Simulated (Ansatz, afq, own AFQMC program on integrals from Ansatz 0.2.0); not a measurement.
Integrals from Ansatz 0.2.0, then the random walk in our own AFQMC program (afq).

```yaml
crystal:
  periodic: [false, false, false]
  atoms:
    - {symbol: B, position_ang: [0.000000, 0.000000, 1.731547]}
    - {symbol: Al, position_ang: [0.000000, 0.000000, -0.588094]}
    - {symbol: H, position_ang: [0.000000, -1.367107, -1.414802]}
    - {symbol: H, position_ang: [0.000000, 1.367107, -1.414802]}
basis:
  gaussian: {orbitals: 6-31G}
magnetization: {spin_polarized: false}
correlation: {method: ccsd_t, electrons: outside_noble_gas, hamiltonian_folder: ham}
```

```sh
$ ansatz run in.yaml --threads 1 --pin off --events-out ev --progress --plain --max-ram 1382MiB
```

afq runs on the folder ham with

```
--method free --trial cisd --walkers 200 --time-step 0.03 --max-blocks 80 --target-error 0.00034 --factor-cut 1e-05 --seed 1050 --times 0,0.3,0.6,1.2,1.8,2.4,3.6,4.8,6 --taylor-order 8
```

Times are imaginary, in 1/Eh. The walk had a cap of 363 s.

afq prints:

```
orbitals 20  electrons 4 4  factors 127 of 328
reference energy -267.54109853 Eh
CCSD correlation -0.10578509 Eh in 16 cycles, weight of the determinant in the CISD state 0.8775
repeat  energy at the last time / Eh  error
    10  -267.648784  0.000493
    20  -267.648892  0.000303
    30  -267.649417  0.000258
time / (1/Eh)  energy / Eh  error  mean overlap
  0.00  -267.646908  0.000092  1.1387
  0.30  -267.647807  0.000102  1.1465
  0.60  -267.648345  0.000112  1.1471
  1.20  -267.649075  0.000109  1.1486
  1.80  -267.649341  0.000124  1.1470
  2.40  -267.649564  0.000136  1.1437
  3.60  -267.649556  0.000129  1.1413
  4.80  -267.649701  0.000149  1.1510
  6.00  -267.649405  0.000249  1.1510
energy -267.649405 +/- 0.000249 Eh
```

The run passed its tests (error under three times the target), which doesn't prove that it has relaxed.

Against this walk (error 6.8 meV) on the same determinant: CCSD(T) 16.0 meV higher, CCSDT(Q) 9.1 meV lower (within the noise), CCSDTQ 11.6 meV lower (within the noise), full CI (a separate run on its own orbitals, whose frozen core shifts it by up to a few meV) 11.9 meV lower (within the noise). The error is statistical, and a free projection of finite length keeps a remainder of its start. The last points scatter (meV from the last: 2 ± 3 at 1.80, -4 ± 4 at 2.40, -4 ± 4 at 3.60, -8 ± 4 at 4.80, 0 ± 7 at 6.00); the last is the one printed as the energy, and the gaps above move with that scatter.

Cautions: remainder of the start not in the error; another spin lies lower (by 196 meV); restricted determinant unstable towards unrestricted (UHF 482 meV lower, ⟨S²⟩ 0.80); full CI with its own frozen core.

The walk took 37 s on 1 thread of Arm Neoverse V1 (shared host). The log's last line is the free-projection energy.

CCSDT and higher add their correlation energy to the determinant of the CCSD(T) run, since their own runs factorise the integrals more tightly (a shift of under 2 meV). A walk keeps the symmetry of its determinant, which the program's search chose and which needn't be the lowest solution, so a lower state of the same spin and another symmetry isn't excluded.
